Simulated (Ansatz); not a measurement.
**SiH₃ (doublet): wave-function methods side by side at distance H1–H2 along a hydrogen transfer = 0.745 Å, cc-pVTZ**

Aim: climb from Hartree-Fock through coupled cluster and multireference methods for SiH₃ (doublet) at one geometry and basis, and see what each rung misses.

Program: Ansatz 0.2.0, Gaussian basis. Level of theory: cc-pVTZ, correlated electrons: outside noble gas. These are calculated values, not measurements.

To be run: UHF; CCSD(T) on ROHF; CCSD(T) on UHF; BCCD(T) on ROHF; CISD; CCSDT(Q) on ROHF; CCSDT(Q) on UHF; CASSCF and NEVPT2, 7 electrons in 7 orbitals.

### Step 1. The system

The geometry derives from fragments relaxed apart (PBE0/def2-TZVP) and kept rigid, so it is no stationary point. A hydrogen atom is moved between rigid fragments.

4 atoms, charge 0, spin multiplicity 2.

Atoms are counted from 1 here; the program's logs count them from 0.

Bond lengths: H1–H2 0.745 Å, Si3–H4 1.532 Å.

In the tables R marks a restricted open-shell determinant and U an unrestricted one; 'valence' is the active space of 7 electrons in 7 orbitals; correlation energies count from the lowest restricted Hartree-Fock solution.

### Step 2. UHF

in.yaml reads:

```yaml
crystal:
  periodic: [false, false, false]
  atoms:
    - {symbol: H, position_ang: [-2.677988, 0.047936, 0.000000]}
    - {symbol: H, position_ang: [-1.932988, 0.047936, 0.000000]}
    - {symbol: Si, position_ang: [0.146012, 0.047936, 0.000000]}
    - {symbol: H, position_ang: [0.542447, -1.431577, 0.000000]}
basis:
  gaussian: {orbitals: cc-pVTZ}
magnetization: {spin_polarized: true, initial_magnetization: 1}
hamiltonian: {xc: hf}
output: {orbitals: {seedname: orbitals}}
```

The run is started by

```bash
> ansatz run in.yaml --threads 1 --pin off --events-out ev --progress --plain --max-ram 2393MiB
```

The runs that follow: CCSD(T) on ROHF; CCSD(T) on UHF; BCCD(T) on ROHF; CISD; CCSDT(Q) on ROHF; CCSDT(Q) on UHF; CASSCF and NEVPT2, 7 electrons in 7 orbitals.

**Question.** What will the summary of the whole plan be? Wanted: correlation energy, UCCSDT(Q); RMP2 from UCCSDT(Q); UMP2 from UCCSDT(Q); RCCSD from UCCSDT(Q); RCCSD(T) from UCCSDT(Q); UCCSD(T) from UCCSDT(Q); RCCSDT(Q) from UCCSDT(Q); NEVPT2 valence from UCCSDT(Q); T1 diagnostic.

**Answer**, as computed:

| quantity | value |
| --- | --- |
| correlation energy, UCCSDT(Q) | -4.3096 eV |
| RMP2 from UCCSDT(Q) | +91.4 kJ/mol |
| UMP2 from UCCSDT(Q) | +95.3 kJ/mol |
| RCCSD from UCCSDT(Q) | +13.2 kJ/mol |
| RCCSD(T) from UCCSDT(Q) | +2.7 kJ/mol |
| UCCSD(T) from UCCSDT(Q) | +2.7 kJ/mol |
| RCCSDT(Q) from UCCSDT(Q) | +0.1 kJ/mol |
| NEVPT2 valence from UCCSDT(Q) | +83.8 kJ/mol |
| levels of the table within 1 kcal/mol (43 meV) | RCCSD(T), UCCSD(T), BCCD(T), RCCSDT, UCCSDT, RCCSDT(Q) |
| T1 diagnostic | 0.020 |
| effectively unpaired electrons | 1.04 |

In words: RCCSD(T) lands +2.7 kJ/mol from the yardstick (0.7 % of the correlation energy). One determinant dominates. These misses are within one basis, not against nature; the frozen cores of restricted and unrestricted runs differ, which can shift their rows.
